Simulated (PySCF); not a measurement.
# Stretching CN⁺

Set-up: PySCF, no relativity, basis sets C def2-TZVP, N def2-TZVP. Energies in eV from C⁺ + N in their ground configurations at the same level. State: ³Π (triplet), unpaired electrons σ ↑, π ↑.

All columns are PBE0. A positive dipole points towards N; it is taken about the centre of mass and depends on that origin.

```json
{"R (Å)": "1.056", "E (eV)": "-3.585", "μ (D)": "-2.17", "Mulliken charge on C (basis-dependent)": "0.51", "HOMO (eV)": "-21.89", "LUMO (eV)": "-18.31", "Mayer bond order": "2.44", "⟨S²⟩": "2.01"}
{"R (Å)": "1.105", "E (eV)": "-4.547", "μ (D)": "-2.12", "Mulliken charge on C (basis-dependent)": "0.58", "HOMO (eV)": "-21.94", "LUMO (eV)": "-17.87", "Mayer bond order": "2.45", "⟨S²⟩": "2.01"}
{"R (Å)": "1.154", "E (eV)": "-5.083", "μ (D)": "-2.06", "Mulliken charge on C (basis-dependent)": "0.63", "HOMO (eV)": "-21.47", "LUMO (eV)": "-17.47", "Mayer bond order": "2.46", "⟨S²⟩": "2.01"}
{"R (Å)": "1.191", "E (eV)": "-5.274", "μ (D)": "-2.01", "Mulliken charge on C (basis-dependent)": "0.66", "HOMO (eV)": "-21.14", "LUMO (eV)": "-17.19", "Mayer bond order": "2.46", "⟨S²⟩": "2.01"}
{"R (Å)": "1.228", "E (eV)": "-5.325", "μ (D)": "-1.96", "Mulliken charge on C (basis-dependent)": "0.68", "HOMO (eV)": "-20.84", "LUMO (eV)": "-16.92", "Mayer bond order": "2.45", "⟨S²⟩": "2.01"}
{"R (Å)": "1.265", "E (eV)": "-5.269", "μ (D)": "-1.91", "Mulliken charge on C (basis-dependent)": "0.69", "HOMO (eV)": "-20.55", "LUMO (eV)": "-16.67", "Mayer bond order": "2.44", "⟨S²⟩": "2.01"}
{"R (Å)": "1.314", "E (eV)": "-5.069", "μ (D)": "-1.84", "Mulliken charge on C (basis-dependent)": "0.69", "HOMO (eV)": "-20.18", "LUMO (eV)": "-16.36", "Mayer bond order": "2.42", "⟨S²⟩": "2.01"}
{"R (Å)": "1.375", "E (eV)": "-4.686", "μ (D)": "-1.74", "Mulliken charge on C (basis-dependent)": "0.69", "HOMO (eV)": "-19.74", "LUMO (eV)": "-16.00", "Mayer bond order": "2.38", "⟨S²⟩": "2.01"}
{"R (Å)": "1.449", "E (eV)": "-4.124", "μ (D)": "-1.61", "Mulliken charge on C (basis-dependent)": "0.67", "HOMO (eV)": "-19.20", "LUMO (eV)": "-15.89", "Mayer bond order": "2.28", "⟨S²⟩": "2.01"}
{"R (Å)": "1.547", "E (eV)": "-3.381", "μ (D)": "-1.38", "Mulliken charge on C (basis-dependent)": "0.64", "HOMO (eV)": "-18.53", "LUMO (eV)": "-15.61", "Mayer bond order": "1.88", "⟨S²⟩": "2.25"}
```

A fit through these points gives, at Re = 1.226 Å, μ = -1.97 D and dμ/dR = 1.40 D/Å; the reduced mass is 6.462 u.

Question: How strong is the fundamental in the double-harmonic approximation, I = 42.26·(dμ/dR)²/μred km/mol?

Answer: I = 42.26·(1.40)²/6.462 = 12.8 km/mol at PBE0.

⟨S²⟩ of the unrestricted solution departs from its pure value on part of the curve, where spin states mix. For an ion De counts to the pair picked by the measured ionisation energies or electron affinities, which need not be the lowest pair at this level. The state was picked by a PBE0 search and need not be the measured ground state.
